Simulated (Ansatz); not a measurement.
Basis-set extrapolation for C₅H₁₂O, SMILES `CCCCOC` (PBE0-D4/def2-TZVP geometry, frozen core, Ansatz 0.2.0). Multiplicity 1, RHF reference.

```tsv
	def2-TZVPP	def2-QZVPP
HF	-271.283601	-271.296695
MP2 correlation	-1.116969	-1.190968
CCSD(T) correlation	-1.222882	not run
```

Energies in hartree. Use E(X) = E(∞) + A·exp(−7.88·√X) for Hartree–Fock and E(X) = E(∞) + B·X^(−2.97) for correlation, with X = 3 and 4, and add CCSD(T) minus MP2 of the smaller set to the MP2 limit.

What is the CCSD(T) energy at the basis-set limit?

HF limit: -271.296695 + (-0.013094) × 0.13774 = -271.29850. MP2 limit: -1.190968 + (-0.073999) × 0.74074 = -1.24578. Higher-order term: -1.222882 − (-1.116969) = -0.10591. Total: -272.65019 hartree, 377.3 kJ/mol below CCSD(T)/def2-TZVPP.
